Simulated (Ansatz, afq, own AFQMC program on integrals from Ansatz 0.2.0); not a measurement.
## SiGeH$_{5}$, doublet in cc-pVDZ, levels against CCSDT(Q)

```xyz
7

Ge   -0.9298    0.0141    0.0000
H    -1.4413    1.4607    0.0000
H    -1.4413   -0.7092    1.2528
H    -1.4413   -0.7092   -1.2528
H     0.8782    0.0141    0.0000
Si    2.4272    0.0141    0.0000
H     2.8236   -1.4654    0.0000
```

Basis cc-pVDZ. Only valence electrons are correlated. Integrals, coupled cluster, full CI and functionals: Ansatz 0.2.0; the random walks run on the same integrals in our own AFQMC program. ph-AFQMC/CISD is guided by a CISD state made of CCSD amplitudes; releasing the constraint for a short imaginary time cuts its bias at the price of noise, slowly where states lie close. Uncertainties: one standard error, sampling alone. No spin–orbit coupling.

Determinant: UHF, the one that the program's search chose, which needn't be the lowest solution. The geometry is a point of a scan.

No full CI on the walks' own integrals is used here; CCSDT(Q) serves as the reference and is uncertain by about the last step of the cluster series.

Cautions: no relativity below Rb; no spin-orbit coupling; inner d shell frozen; the released energies are still falling, so no released level is given (meV from the phaseless value at times in 1/Eh: -0.3 ± 2.3 at 0.24, -7 ± 3 at 0.51, -8 ± 3 at 0.99, -10 ± 3 at 1.62, -14 ± 4 at 2.40), though the last usable value meets CCSDT(Q) within the noise.

The T1 diagnostic is 0.0194, the weight of the determinant in the CISD state is 0.845 and the ⟨S²⟩ of the determinant is 0.782. The size of the correlated space is 13 electrons in 51 orbitals.

```tsv
level	correlation energy (eV)
MP2	-5.2583
CCSD	-6.6471
CCSD(T)	-6.8284
```

Task: Estimate where phaseless AFQMC with a CISD trial lies against CCSD(T) on the same integrals.

Result: 1.38 ± 0.10 mEh below CCSD(T).

Reference: CCSDT(Q), correlation energy -6.881 eV.

```csv
level,E − E(reference) (mEh),share of correlation (%)
CCSD(T),1.92,99.24
CCSDT,0.33,99.87
ph-AFQMC/CISD,0.54 ± 0.10,99.79
```

A walk keeps the symmetry of its determinant, which the program's search chose and which needn't be the lowest solution, so a lower state of the same spin and another symmetry isn't excluded.
